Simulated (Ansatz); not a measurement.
A made-up structure of AlSiH4O, doublet:

```
7
angstrom
O -1.4996 -2.0587 0.0446
Al -0.1969 -1.1735 0.7234
Si 0.2106 0.9157 -0.5044
H 0.4562 -0.2327 -1.3028
H -0.7302 1.0827 -1.6417
H 0.0608 2.0756 0.4189
H 1.6055 0.9238 -1.0279
```

It is relaxed with PBE-D4/def2-SVP and then PBE0-D4/def2-TZVP (Ansatz 0.2.0). Atoms count as bonded within 1.22 times the sum of their covalent radii (H–H: 0.88 Å). The end point is not checked to be a true minimum.

(1) Does its bonding change? (A judgement: the text doesn't fix the answer.)

Answers

(1) The calculation gives: Yes. Formed: O1–Si3, Al2–H4; broken: Al2–Si3, Si3–H4.

Where it ends: The first stage lowers the energy by 2.31 eV in 30 steps. It ends as AlSiH₄O ([AlH][O][SiH3]):
O1  (0.018, -0.293, -0.276)
Al2  (0.123, -1.869, 0.321)
Si3  (-0.369, 1.194, -0.811)
H4  (1.604, -2.488, 0.416)
H5  (-1.274, 1.098, -1.988)
H6  (-1.057, 1.964, 0.260)
H7  (0.861, 1.927, -1.212)
(Å)

Labels in which every atom is bracketed show which atoms are joined, not bond orders.

For scale, one of the runs: PBE0-D4/def2-TZVP relaxation, 129 basis functions, launched by `ansatz run in.yaml --threads 2 --pin off --events-out ev --progress --plain --max-ram 4352MiB`. Hardware: 2 CPU threads of an Intel Xeon 6975P-C, shared host. Wall time about 95 s.
